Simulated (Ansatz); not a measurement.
We consider bcc Fe, described by PBE-D4 (Ansatz, a quantum-chemistry and plane-wave program, PAW).

Numerical settings: plane-wave cutoff 520 eV, 26×26×26 k mesh, Fermi–Dirac smearing 0.05 eV, spin-polarised with parallel moments, scalar-relativistic PAW data made under PBE.

Results at a series of volumes:

| V (Å³/atom) | E − E_lowest (meV/atom) |
|---|---|
| 10.403 | 30.71 |
| 10.625 | 13.52 |
| 10.846 | 3.47 |
| 11.067 | 0.00 |
| 11.289 | 2.53 |
| 11.510 | 10.37 |
| 11.731 | 22.85 |

**Question.** What bulk modulus B0 and pressure derivative B′ does a third-order Birch–Murnaghan fit give?

**Answer.** V0 = 11.081 Å³/atom, B0 = 212 GPa, B′ = 4.3 (fit to the energies at full precision).

Measured, for comparison: bulk modulus 174 GPa (corrected for temperature and zero-point phonon effects, our sources range from 170 to 175; as tabulated in Levämäki et al. (2014), arXiv:1402.3671); equilibrium volume per atom 11.61 Å³/atom (static lattice: zero-point anharmonic expansion removed; as tabulated in Mejia-Rodriguez and Trickey (2018), arXiv:1807.09216). Computed (rounded) less measured: bulk modulus +22 % (+21 % to +25 % over the range), equilibrium volume per atom -4.6 %.

The computed numbers hold no vibrational or temperature effects.
